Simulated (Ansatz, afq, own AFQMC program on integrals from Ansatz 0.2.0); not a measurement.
# SiP, quartet in 6-31G, levels against full CI

```yaml
atoms:
  - { symbol: Si, position_ang: [0.0000, 0.0000, 0.0000] }
  - { symbol: P, position_ang: [0.0000, 0.0000, 4.3480] }
```

Basis 6-31G. Only valence electrons are correlated. AFQMC by an in-house program on the Cholesky factors that Ansatz 0.2.0 writes for its CCSD(T) run. ph-AFQMC/CISD is guided by a CISD state made of CCSD amplitudes; releasing the constraint for a short imaginary time cuts its bias at the price of noise, slowly where states lie close. Uncertainties: one standard error, sampling alone.

Determinant: ROHF, the one that the program's search chose, which needn't be the lowest solution. The geometry is a point of a scan.

Full CI on the same integrals is exact in this basis and with this determinant's frozen core.

Cautions: lower spins were not checked; a spin-contaminated unrestricted determinant lies lower (UHF 2.46 eV lower, ⟨S²⟩ 4.73); the search met a lower determinant of the same kind, perhaps of another symmetry (1.38 eV lower); strong correlation (T1 0.208, weight of the determinant 0.28, largest double 1.02); (T) is large, 10 % of the CCSD correlation; CCSD(T) is in doubt: among natural orbitals it converges to other amplitudes; the CCSDT(Q) amplitudes may be one of several solutions (largest double 0.92); the CCSDTQ amplitudes may be one of several solutions (largest double 0.90); the released energies have errors that jump between times, so the bars are unsure, so no released level is given (meV from the phaseless value at times in 1/Eh: -4 ± 4 at 0.24, -4 ± 4 at 0.51, -46 ± 32 at 0.99, -6 ± 13 at 1.62, -21.1 ± 2.4 at 2.40); the next higher spin lies close (within 5 meV by full CI).

* T1 diagnostic: 0.2083
* weight of the determinant in the CISD state: 0.282
* size of the correlated space: 9 electrons in 16 orbitals

Reference: full CI, correlation energy -4.086 eV. The cautions show a poor starting determinant, so the rows tell how each method copes with it here, and full CI is the sure value.

| level | E − E(reference) (mEh) | share of correlation (%) |
| --- | --- | --- |
| HF | 150.17 | 0.00 |
| MP2 | 73.06 | 51.35 |
| CCSD | 6.34 | 95.78 |
| CCSD(T) | -7.70 | 105.13 |
| CCSDT | 0.36 | 99.76 |
| CCSDT(Q) | -0.22 | 100.15 |
| CCSDTQ | 0.01 | 99.99 |
| ph-AFQMC/CISD | 3.69 ± 0.17 | 97.54 |

CCSDT and higher add their correlation energy to the determinant of the CCSD(T) run, since their own runs factorise the integrals more tightly (a shift of under 2 meV).
